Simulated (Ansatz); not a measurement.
`CNCOC`, relaxed with RKS PBE-D4/def2-SVP in Ansatz from a rough embedded geometry. The force threshold is 0.03 eV/Å; the program also tests the step.

Charge 0, multiplicity 1.

Start:

```xyz
14

C    -1.280   -1.525   -0.129
N    -0.996   -0.358    0.634
C     0.433   -0.217    0.753
O     1.090    0.218   -0.412
C     1.207    1.569   -0.600
H    -0.916   -1.414   -1.205
H    -0.934   -2.421    0.290
H    -2.384   -1.571   -0.258
H    -1.383    0.495    0.193
H     0.644    0.543    1.580
H     0.874   -1.145    1.125
H     1.625    1.794   -1.553
H     1.835    1.965    0.125
H     0.186    2.069   -0.544
```

(1) How much energy does the relaxation release, and in how many steps? (Estimate.)

(2) Which bonds change most? (Best estimate.)

(3) Give the relaxed structure. (Estimate.)

Results:

(1) The calculation gave: 54.65 kJ/mol, in 8 steps.

(2) Ansatz gave: C5–H13 from 1.038 to 1.120 Å; C1–H7 from 1.048 to 1.111 Å; C5–H12 from 1.065 to 1.108 Å; O4–C5 from 1.369 to 1.406 Å.

(3) Computed: 
```xyz
14

C    -1.295   -1.337   -0.269
N    -0.874   -0.373    0.736
C     0.539   -0.235    0.915
O     1.312    0.117   -0.240
C     1.095    1.435   -0.679
H    -0.920   -1.132   -1.301
H    -0.928   -2.348    0.014
H    -2.401   -1.387   -0.303
H    -1.340    0.532    0.615
H     0.716    0.516    1.724
H     0.961   -1.212    1.232
H     1.756    1.616   -1.549
H     1.337    2.189    0.112
H     0.041    1.619   -1.006
```
